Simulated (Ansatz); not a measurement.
**CH2BN (SMILES BC#N): functionals against CCSD(T) at one geometry**

One table from this session's results is given with a row withheld; the runs are named, their logs left out.

Method: single points in def2-TZVPP; program: Ansatz 0.2.0, Gaussian basis.

Correlated methods freeze the cores.

## The starting structure

5 atoms, charge 0, spin multiplicity 1.

Atoms are counted from 1 here; the program's logs count them from 0.

Bond lengths: B1–C2 1.643 Å, B1–H4 1.214 Å, B1–H5 0.993 Å, C2–N3 1.193 Å. Angles: C2–B1–H4 114.0°, C2–B1–H5 125.5°, H4–B1–H5 118.7°, B1–C2–N3 165.0°.

As a file:

```
B    -0.2467    0.5564   -0.2946
C     0.4627   -0.7255    0.4480
N     0.6873   -1.7090    1.0856
H    -0.7023    0.3019   -1.3912
H    -0.1398    1.5081   -0.0308
```

Set-up of the first run:

Contents of run/in.yaml:

```yaml
crystal:
  periodic: [false, false, false]
  atoms:
    - {symbol: B, position_ang: [-0.246700, 0.556400, -0.294600]}
    - {symbol: C, position_ang: [0.462700, -0.725500, 0.448000]}
    - {symbol: N, position_ang: [0.687300, -1.709000, 1.085600]}
    - {symbol: H, position_ang: [-0.702300, 0.301900, -1.391200]}
    - {symbol: H, position_ang: [-0.139800, 1.508100, -0.030800]}
basis:
  gaussian: {orbitals: def2-TZVPP}
correlation: {method: ccsd_t}
output: {forces: true}
```

The command line of these runs was not kept.

Among the steps run: CCSD(T)/def2-TZVPP; PBE0-D4/def2-TZVPP; wB97M-V/def2-TZVPP; r2SCAN-D4/def2-TZVPP; PBE-D4/def2-TZVPP; B97M-V/def2-TZVPP; r2SCANh-D4/def2-TZVPP.

One of the session's tables, all rows but one given; the rest of the session is left out.

```
    method  RMS force component (eV/Å)  angle to CCSD(T) forces (°)  dipole (D)
   CCSD(T)                       3.309                    reference        3.16
   PBE0-D4                       3.489                          8.4        3.17
   wB97M-V                           ?                            ?           ?
 r2SCAN-D4                       3.402                          5.1        3.12
    PBE-D4                       3.343                          2.8        2.96
    B97M-V                       3.377                          7.6        2.97
r2SCANh-D4                       3.455                          7.9        3.18
```

Q: Estimate the row for wB97M-V from the others.

The run gave: RMS force component (eV/Å): 3.444; angle to CCSD(T) forces (°): 11.0; dipole (D): 3.24. In the column «RMS force component (eV/Å)» it lies between r2SCAN-D4 (3.402) and r2SCANh-D4 (3.455).
